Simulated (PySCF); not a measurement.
**Unknown compound**

The spectra below were simulated for a compound CHFO.

¹H NMR (400 MHz, computed): δ 7.66 (d, J = 195.7 Hz, 1H).

¹³C{¹H} NMR (computed): δ 156.1 (CH, d, J = 446.5 Hz).

- GIAO PBE0/pcSseg-1 shieldings
- B3LYP/pcJ-1 coupling constants
- PBE0-D3(BJ)/def2-SVP geometry
- program: PySCF 2.14.0 with density-fitted response routines
- relativity neglected, single conformer, isolated molecule

δ = σ(ref) − σ, references computed at the same level: ¹H, ¹³C vs TMS.

Deduce the structure.

Answers


- Rings plus π bonds: 1 (no ring in the answer).
- Carbon types of the structure: 1 × CH, which accounts for all hydrogens.
- δC 156.1: carbonyl carbon.
- δH 7.66: hydrogen on a carbonyl carbon.

These data were computed for formyl fluoride (O=CF).

Common functionals overestimate the size of one-bond C–F couplings by tens of Hz; these are unscaled. Splittings below 1 Hz are ignored in the labels, and close J values are merged. Shifts are as computed. Against solution values, carbons near 30 ppm lie about +2 ppm off and those near 130 ppm about +5 ppm. Of 1211 compounds with measured shifts, 218 miss one by over three times the rms of a fit or turn the order of signals round; such compounds aren't used in these exercises.
